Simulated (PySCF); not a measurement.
Spin-rotation constants: `O=[SH](=O)[C@@H]1CO1`, C$_{2}$H$_{4}$O$_{3}$S

Molfile (atoms numbered from 1):
```
C2H4O3S
     RDKit          3D

 10 10  0  0  0  0  0  0  0  0999 V2000
    1.0537    1.6960   -0.2575 O   0  0  0  0  0  0  0  0  0  0  0  0
    1.3273    0.3199    0.0208 S   0  0  0  0  0  6  0  0  0  0  0  0
    2.4355   -0.3197   -0.6160 O   0  0  0  0  0  0  0  0  0  0  0  0
   -0.1864   -0.6626   -0.1786 C   0  0  2  0  0  0  0  0  0  0  0  0
   -1.4274    0.0979   -0.1103 C   0  0  0  0  0  0  0  0  0  0  0  0
   -0.9080   -0.5834    0.9979 O   0  0  0  0  0  0  0  0  0  0  0  0
    1.4941    0.2149    1.4025 H   0  0  0  0  0  0  0  0  0  0  0  0
   -0.0893   -1.6218   -0.6695 H   0  0  0  0  0  0  0  0  0  0  0  0
   -2.3349   -0.3147   -0.5365 H   0  0  0  0  0  0  0  0  0  0  0  0
   -1.3558    1.1783   -0.0755 H   0  0  0  0  0  0  0  0  0  0  0  0
  1  2  2  0
  2  3  2  0
  2  4  1  0
  4  5  1  0
  5  6  1  0
  6  4  1  0
  2  7  1  0
  4  8  1  6
  5  9  1  0
  5 10  1  0
M  END
```

Method used: PySCF 2.14.0, GIAO CAM-B3LYP/pcSseg-1 magnetisability, rotational g tensor and spin-rotation constants, non-relativistic, gas phase. Geometry: GFN2-xTB.

(1) Give the nuclear spin-rotation constants along the inertial axes (H = +C I·J) beside the isotropic shieldings.

Results:

(1) Rotational constants 6.7129, 2.3635, 1.9988 GHz. A star marks the isotopologue with that one atom substituted, in its own axes.
```csv
atom,isotope,Caa (kHz),Cbb (kHz),Ccc (kHz),mean (kHz),σ (ppm)
H7,1H,-0.485,-0.198,0.190,-0.164,21.0
H8,1H,-0.737,0.011,-0.148,-0.292,28.0
H9,1H,-0.045,-0.259,-0.136,-0.147,28.7
H10,1H,-0.615,0.067,-0.231,-0.260,28.5
O1,17O*,-1.206,-0.604,-0.430,-0.747,131.1
S2,33S*,2.669,0.844,0.903,1.472,185.6
O3,17O*,-1.823,-0.470,-0.465,-0.919,109.2
C4,13C*,1.343,0.509,0.470,0.774,117.6
C5,13C*,1.303,0.472,0.321,0.699,138.0
O6,17O*,0.032,-0.119,-0.313,-0.134,312.8
```
For the geometry as given, no vibrational averaging.
